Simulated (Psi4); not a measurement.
**HOF (hypofluorous acid): B3LYP/cc-pVTZ (sweep point 6)**

Aim: a geometry optimisation of HOF (hypofluorous acid). 

The results are computed with Psi4 1.11.

## Step 1: The molecule

The species is HOF (3 atoms), meant as a singlet with charge 0. As SMILES, `OF`. The coordinates come from a PBE0-D4/def2-TZVP relaxation. The run starts from this shape.

Bond lengths: O1–F2 1.406 Å, O1–H3 0.969 Å. Angles: F2–O1–H3 99.1°.

## Step 2: A geometry optimisation at B3LYP/cc-pVTZ (sweep point 6)

The input, input.dat:

```
memory 1600 MB

molecule {
  O      0.430590    -0.210340     0.216330
  F     -0.221910     1.014620    -0.010980
  H     -0.208690    -0.804280    -0.205350
  units angstrom
  symmetry c1
}

set basis cc-pVTZ
set puream true
set scf_type pk
set dft_radial_points 99
set dft_spherical_points 590
set g_convergence gau_tight
set geom_maxiter 50

e_tot, wfn = optimize('b3lyp', return_wfn=True)
```

On the command line:

```bash
$ psi4 -n 1 input.dat output.dat
```

Q: Predict the results. Wanted: total energy at the end; dipole moment; HOMO energy; LUMO energy; HOMO–LUMO gap.

Answer, from the run:

Level: B3LYP/cc-pVTZ (sweep point 6).

| quantity | value |
| --- | --- |
| total energy at the end | -175.60727 Eh |
| dipole moment | 1.96 D |
| HOMO energy | -8.85 eV |
| LUMO energy | -1.65 eV |
| HOMO–LUMO gap | 7.21 eV |

At the final geometry: Bond lengths: O1–F2 1.430 Å, O1–H3 0.970 Å. Angles: F2–O1–H3 98.4°. The optimisation took 4 steps and changed the energy by -0.009 eV.
